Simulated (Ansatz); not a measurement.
Job for Ansatz (a first-principles code): R-r2SCAN/def2-TZVPPD on CH4 (SMILES C). Files ending in .json are basis or fitting sets from the Basis Set Exchange.

Ansatz 0.2 input:
```yaml
crystal:
  periodic: [false, false, false]
  atoms:
    - {symbol: C, position_ang: [0.00000000, -0.06374421, 2.42054090]}
    - {symbol: H, position_ang: [0.00000000, 1.02169396, 2.34238038]}
    - {symbol: H, position_ang: [0.88828307, -0.46131911, 1.93307194]}
    - {symbol: H, position_ang: [-0.88828307, -0.46131911, 1.93307194]}
    - {symbol: H, position_ang: [0.00000000, -0.35363606, 3.46945195]}
basis:
  gaussian:
    orbitals: def2-TZVPPD.json
hamiltonian:
  xc: {name: r2SCAN}
scf: {lower_state_search: off}
```

The head of its log:

```
WARN ansatz: RAYON_NUM_THREADS=2 ignored (pool sized by the plan → 2); use --threads N
Functional definition: r2SCAN
these checks for a lower state are left out or cut short: stability, starts, cluster_reference, orbital_swaps, neighbouring_geometries, increment
integrals: 0.01 GiB planned
410 factors; their error is unknown
mean field: 0.22 GiB planned
mean field evaluation 1: about -1096.0101 eV, gradient 5.2e1 eV
mean field evaluation 2: about -1093.1280 eV, gradient 5.8e1 eV
```

Give the final energy of this run.

-40.5009 hartree.
